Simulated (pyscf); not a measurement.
Structures and frequencies: ωB97X-D3(BJ)/def2-SVP in PySCF.

SMILES: [N](C)=[Ta]([NH2])([NH2])[NH2]
```xyz
15

C     -2.2021    -1.9357    -2.2254
N     -1.6671    -0.9641    -1.3278
Ta    -1.0040     0.2353    -0.2083
N      0.6341     1.0335    -1.0451
N     -0.5395    -0.6940     1.5070
N     -2.3989     1.6412     0.1060
H     -1.5338    -2.0988    -3.0903
H     -3.1853    -1.6228    -2.6213
H     -2.3419    -2.9125    -1.7276
H      1.4140     1.4095    -0.5099
H      0.8994     0.9845    -2.0247
H     -0.4212    -1.6944     1.6407
H     -0.5517    -0.2381     2.4170
H     -3.3916     1.5658    -0.0973
H     -2.1817     2.6092     0.3345
```
Charge 0, spin multiplicity 1.

### Question
How much does it cost (ΔH, 298 K, ωB97M-D3(BJ)/def2-TZVP) to split H₃C–N=Ta(NH₂)(NH₂)–NH₂ at its C–N bond into CH₃• + [N=Ta(NH₂)(NH₂)–NH₂]•?

### Answer
C–N to CH₃• + [N=Ta(NH₂)(NH₂)–NH₂]•: 101.0 kcal/mol. The 7 functionals that were run give +92.2 (r²SCAN) to +102.1 kcal/mol (M06-2X). The radicals are drawn with the spin at the cut bond; how far it spreads was not checked. Other isomers of [N=Ta(NH₂)(NH₂)–NH₂]• were not searched in full and may lie lower. Open-shell species with a d-block atom are single-reference here; other states, and whether the spin sits on metal or ligand, were not checked. Elements past Kr carry the def2 core potentials, without spin-orbit coupling.
